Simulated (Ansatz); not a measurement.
We consider MgSiP2 (I-42d, No. 122), described by LDA (Ansatz, a first-principles code, plane waves, PAW).

Run with plane-wave cutoff 520 eV, 8×8×8 k mesh, scalar-relativistic PAW data made under PBE.

Computed at the level's own relaxed cell.

Hill averages of the elastic tensor: K = 78.8 GPa, G = 33.4 GPa. Volume 20.267 Å³/atom, mean atomic mass 28.585 u.

Task: Work out the density, the sound velocities of a polycrystal and the elastic Debye temperature at this level.

Result: ρ = 1.66054 × 28.585/20.267 = 2.342 g/cm³. v_l = √[(K + 4G/3)/ρ] = 7.257 km/s and v_t = √(G/ρ) = 3.776 km/s. The mean follows from 3/v_m³ = 1/v_l³ + 2/v_t³: v_m = 4.225 km/s. Θ_D = (ħ/k_B) v_m (6π²/V)^(1/3) = 76.38 K Å s/km × 4.225 × 1.4296 Å⁻¹ = 461 K, counting all atoms of the cell.

Note: the relaxation could not lower the start's symmetry, so the cell can be a saddle point above a distorted one.
